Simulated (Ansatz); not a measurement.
# C2H6Al radical: small, medium and large basis sets

One table from this session's results is given with a row withheld; the runs are named, their logs left out.

Program: Ansatz 0.2.0, Gaussian basis. Level of theory: one geometry, several basis sets. These are calculated values, not measurements.

Plan: PBE0-D4/def2-SVP; ωB97M-V/def2-SVP; PBE0-D4/def2-QZVPP; ωB97M-V/def2-QZVPP; CCSD(T)/cc-pV(D+d)Z; CCSD(T)/cc-pV(T+d)Z; CCSD(T)/cc-pV(Q+d)Z; the functionals' def2-TZVPP values are taken from earlier runs.

**The relaxed structure**

An earlier PBE0-D4 in a triple-zeta def2 set relaxation fixed the geometry.

9 atoms, charge 0, spin multiplicity 2.

Atoms are counted from 1 here; the program's logs count them from 0.

Bond lengths: C1–Al2 1.972 Å, C1–H4 1.095 Å, C1–H5 1.095 Å, C1–H6 1.095 Å, Al2–C3 1.970 Å, C3–H7 1.097 Å, C3–H8 1.097 Å, C3–H9 1.091 Å. Angles: Al2–C1–H4 111.5°, Al2–C1–H5 111.1°, Al2–C1–H6 111.0°, H4–C1–H5 108.3°, H4–C1–H6 108.2°, H5–C1–H6 106.6°, C1–Al2–C3 118.6°, Al2–C3–H7 109.3°, Al2–C3–H8 109.4°, Al2–C3–H9 114.5°, H7–C3–H8 106.9°, H7–C3–H9 108.2°, H8–C3–H9 108.2°.

The first run:

Input file in.yaml:

```yaml
crystal:
  periodic: [false, false, false]
  atoms:
    - {symbol: C, position_ang: [-0.810682, 1.130628, -0.941489]}
    - {symbol: Al, position_ang: [0.730955, 0.705543, 0.211938]}
    - {symbol: C, position_ang: [0.877252, -1.111394, 0.957803]}
    - {symbol: H, position_ang: [-1.467824, 0.264482, -1.069024]}
    - {symbol: H, position_ang: [-0.481864, 1.460855, -1.931942]}
    - {symbol: H, position_ang: [-1.401501, 1.950049, -0.519741]}
    - {symbol: H, position_ang: [0.915286, -1.838213, 0.137403]}
    - {symbol: H, position_ang: [-0.021771, -1.337921, 1.543504]}
    - {symbol: H, position_ang: [1.748748, -1.270329, 1.594450]}
basis:
  gaussian: {orbitals: def2-SVP}
magnetization: {spin_polarized: true, initial_magnetization: 1}
hamiltonian: {xc: pbe0, dispersion: d4}
output: {orbitals: {seedname: orbitals}}
```

Started as:

```sh
$ ansatz run in.yaml --threads 2 --pin off --events-out ev --progress --plain --max-ram 32768MiB --backend cpu
```

Among the steps run: PBE0-D4 in def2-SVP; ωB97M-V in def2-SVP; PBE0-D4 in def2-QZVPP; ωB97M-V in def2-QZVPP.

One of the session's tables, all rows but one given; the rest of the session is left out.

```
functional       basis  HOMO (eV)  LUMO (eV)
   PBE0-D4    def2-SVP      -4.93      -1.65
   PBE0-D4  def2-TZVPP      -4.97      -1.68
   PBE0-D4  def2-QZVPP          ?          ?
   ωB97M-V    def2-SVP      -6.53      -0.18
   ωB97M-V  def2-TZVPP      -6.57      -0.20
   ωB97M-V  def2-QZVPP      -6.62      -0.36
```

**Question.** Estimate the row for PBE0-D4, def2-QZVPP.

The run gave: HOMO (eV): -4.99; LUMO (eV): -1.72. In the column «HOMO (eV)» it lies between ωB97M-V, def2-SVP (-6.53) and PBE0-D4, def2-TZVPP (-4.97).
